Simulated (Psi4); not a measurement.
**Two attempts at SiH3O2 (SMILES O[SiH]O)**

Wanted: the energy of SiH3O2, UBCCD/6-31G (density fitting).

The results are computed with Psi4 1.11.

**1. The molecule**

The species is SiH3O2 (6 atoms), meant as a doublet with charge 0. SMILES: `O[SiH]O`. Geometry: relaxed at PBE0-D4/def2-TZVP. This is one conformer, not always the lowest.

Bond lengths: O1–Si2 1.652 Å, Si2–O3 1.641 Å, O1–H4 0.958 Å, Si2–H5 1.496 Å, O3–H6 0.959 Å. Angles: O1–Si2–O3 107.5°, O1–Si2–H5 112.0°, O3–Si2–H5 104.2°, Si2–O1–H4 117.1°, Si2–O3–H6 117.2°.

**2. Try one**

input.in

```
memory 1600 MB

molecule {
  1 2
  O     -1.186200    -0.443400    -0.202500
  Si     0.358900     0.083300    -0.457100
  O      1.071000     0.255000     1.010900
  H     -1.625300    -0.879000    -0.934700
  H      0.393800     1.459300    -1.043800
  H      0.987700    -0.475200     1.627200
  no_reorient
  no_com
}

set globals {
  basis 6-31G
  reference uhf
  freeze_core true
}

energy('bccd')
```

Command:

```
$ psi4 -n 1 input.in input.out
```

input.out:

```text
Psi4 1.11 release

qcelemental.exceptions.ValidationError: Inconsistent or unspecified chg/mult: sys chg: None, frag chg: [1.0], sys mult: None, frag mult: [2]

Printing out the relevant lines from the Psithon --> Python processed input file:
    from psi4.driver.wrapper_database import database, db, DB_RGT, DB_RXN
    from psi4.driver.wrapper_autofrag import auto_fragments
    psi4_io = core.IOManager.shared_object()
    core.set_memory_bytes(1600000000)

--> geometry("""
      1 2
      O     -1.186200    -0.443400    -0.202500
      Si     0.358900     0.083300    -0.457100
      O      1.071000     0.255000     1.010900
      H     -1.625300    -0.879000    -0.934700

!----------------------------------------------------------------------------------!
!                                                                                  !
!  Inconsistent or unspecified chg/mult: sys chg: None, frag chg: [1.0], sys mult: !
!     None, frag mult: [2]                                                         !
!                                                                                  !
!----------------------------------------------------------------------------------!

    Psi4 run time: 0:00:00.01
```

It took 1.4 s on 1 thread of Intel Xeon Platinum 8175M at 2.50GHz (Skylake/Cascade Lake), shared host; peak memory 0.13 GiB.

**3. Diagnosis**

The program refused the input.

The telling line is `qcelemental.exceptions.ValidationError: Inconsistent or unspecified chg/mult: sys chg: None, frag chg: [1.0], sys mult: None, frag mult: [2]`. The fault: charge and multiplicity as typed don't fit the electron count or the species meant. To mend it: charge 0 in place of 1. That is the species meant; for the charge typed, the multiplicity would have to change.

**4. The mended input**

input.dat

```
memory 1600 mb

molecule {
  0 2
  O     -1.186200    -0.443400    -0.202500
  Si     0.358900     0.083300    -0.457100
  O      1.071000     0.255000     1.010900
  H     -1.625300    -0.879000    -0.934700
  H      0.393800     1.459300    -1.043800
  H      0.987700    -0.475200     1.627200
  units angstrom
  no_reorient
  no_com
}

set {
  basis       6-31G
  reference   uhf
  freeze_core true
}

energy('bccd')
print_variables()
```

Command:

```
$ psi4 -n 1 input.dat output.dat
```

output.dat:

```text
[...]
  Running in c1 symmetry.
[...]
  Nuclear repulsion =  111.608997635231759
[...]
  Multiplicity = 2
[...]
  Nalpha       = 17
  Nbeta        = 16
[...]
    Number of basis functions: 37
[...]
   @UHF iter   1:  -440.16490527883610   -6.72557e-01   1.50244e-02 ADIIS/DIIS
[...]
   @UHF iter  13:  -440.30050798133681   -8.52651e-13   6.25079e-09 DIIS
[...]
   @S^2 Observed:                7.539633553E-01
[...]
    Orbital Energies [Eh]
    ---------------------
    Alpha Occupied:
       1A    -68.855993     2A    -20.572739     3A    -20.564352
       4A     -6.216236     5A     -4.325020     6A     -4.319423
       7A     -4.318022     8A     -1.376802     9A     -1.348697
      10A     -0.786707    11A     -0.700571    12A     -0.617939
      13A     -0.586012    14A     -0.545833    15A     -0.526874
      16A     -0.503194    17A     -0.331701
    Alpha Virtual:
      18A      0.135783    19A      0.161058    20A      0.238947
      21A      0.263947    22A      0.280032    23A      0.322464
      24A      0.377368    25A      0.520070    26A      0.533729
[...]
  @UHF Final Energy:  -440.30050798133681
   => Energetics <=
    Nuclear Repulsion Energy =            111.6089976352317592
    One-Electron Energy =                -831.3984409784950458
    Two-Electron Energy =                 279.4889353619265080
    Total Energy =                       -440.3005079813368070
  UHF NO Occupations:
  HONO-2 :   15  A 1.9994550
  HONO-1 :   16  A 1.9991569
[...]
 Multipole Moments:
 ------------------------------------------------------------------------------------
     Multipole            Electronic (a.u.)      Nuclear  (a.u.)        Total (a.u.)
 ------------------------------------------------------------------------------------
 L = 1.  Multiply by 2.5417464519 to convert [e a0] to [Debye]
 Dipole X            :         -7.3762291            7.2928311           -0.0833980
 Dipole Y            :         -0.5200887           -0.4457864           -0.9658751
 Dipole Z            :         -0.3256361           -0.5357374           -0.8613734
 Magnitude           :                                                    1.2968555
[...]
      * MP2 total energy                      = -440.590088885868511
[...]
      * CCSD total energy                     = -440.602698887411862
[...]
      * MP2 total energy                      = -440.600244951440004
[...]
      * CCSD total energy                     = -440.601679142078069
[...]
      * MP2 total energy                      = -440.600185187375359
[...]
      * CCSD total energy                     = -440.601684855706651
[...]
```

It took 27 s on 1 thread of Intel Xeon Platinum 8175M at 2.50GHz (Skylake/Cascade Lake), shared host; peak memory 0.2 GiB.

**5. What came out**

Level: UBCCD/6-31G (density fitting).

```
                                                  quantity          value
                                              total energy  -440.60168 Eh
HOMO energy (Hartree–Fock orbitals) (highest over α and β)       -9.03 eV
 LUMO energy (Hartree–Fock orbitals) (lowest over α and β)        1.14 eV
               correlation energy (7 core orbitals frozen)     -301.2 mEh
                         ⟨S²⟩ of the reference determinant          0.754
```
